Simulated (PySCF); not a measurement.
Several molecules and their computed UV-vis stick spectra, shuffled. Theory: TDDFT wB97X-D/def2-SVPD, vertical, gas phase, core orbitals frozen in the response (PySCF 2.14.0, density-fitted response routines). Geometries: GFN2-xTB; one conformer of each isolated species. Triplets are in the Tamm–Dancoff approximation.

A. `S=C=S` (CS2)
B. `CN` (CH5N)
C. `CO[Si@@H](O)[SiH2]C` (C2H10O2Si2)
D. `CC(=S)C1=CC=CS1` (C6H6S2)

Lowest singlet levels (six at most, fewer where fewer were computed) with oscillator strengths:

1. 6.47 eV (f 0.010); 7.81 eV (f 0.045); 8.27 eV (f 0.009); 9.03 eV (f 0.088); 9.41 eV (f 0.000); 9.99 eV (f 0.020); T1 6.27 eV
2. 3.86 eV (f 0.000); 4.19 eV (f 0.000 summed over 2 states); 6.78 eV (f 1.107); 7.06 eV (f 0.000); 7.25 eV (f 0.000 summed over 2 states) [of 8 roots; the last level is left out, as the window may have cut its degenerate partner]; T1 3.38 eV
3. 6.62 eV (f 0.029); 6.92 eV (f 0.043); 7.58 eV (f 0.016); 7.82 eV (f 0.008); 7.86 eV (f 0.018); 8.00 eV (f 0.036); T1 5.81 eV
4. 2.22 eV (f 0.000); 3.88 eV (f 0.354); 4.63 eV (f 0.036); 5.89 eV (f 0.004); 5.90 eV (f 0.060); 6.07 eV (f 0.000); T1 1.86 eV

**Question.** Match each spectrum to its molecule.

**Answer.** 1 = B, 2 = A, 3 = C, 4 = D.
- A: S1 at 3.86 eV, HOMO-1/HOMO→LUMO/LUMO+1 (99%); Löwdin shares by element: HOMO (one of a set within 0.03 eV) sulfur 78%, carbon 22%; LUMO (one of a set within 0.03 eV) sulfur 65%, carbon 35%; HOMO -9.68 and LUMO -0.44 eV; point group D∞h, 6 of its 7 listed states under f = 0.0005.
- B: S1 at 6.47 eV, HOMO→LUMO (88%), HOMO→LUMO+1 (11%); Löwdin shares by element: HOMO nitrogen 65%, carbon 14%, hydrogen 13% or more; LUMO carbon 43%, hydrogen 20% or more, nitrogen 12% (atoms not listed hold the other 25%); HOMO -8.78 and LUMO 2.54 eV; point group Cs, 1 of its 6 listed states under f = 0.0005.
- C: S1 at 6.62 eV, HOMO→LUMO (82%), HOMO→LUMO+1 (10%); Löwdin shares by element: HOMO silicon 45%, oxygen 25% (atoms not listed hold the other 30%); LUMO silicon 44%, oxygen 18% or more, hydrogen 9% or more (atoms not listed hold the other 29%); HOMO -9.59 and LUMO 1.48 eV.
- D: S1 at 2.22 eV, HOMO→LUMO (95%); Löwdin shares by element: HOMO sulfur 76% or more, carbon 15% or more; LUMO carbon 45% or more, sulfur 28% or more (atoms not listed hold the other 27%); HOMO -8.17 and LUMO -1.08 eV; point group Cs, 2 of its 6 listed states under f = 0.0005.

A slash joins orbitals within 0.01 eV of each other, whose weights are summed (≥ marks a lower bound).
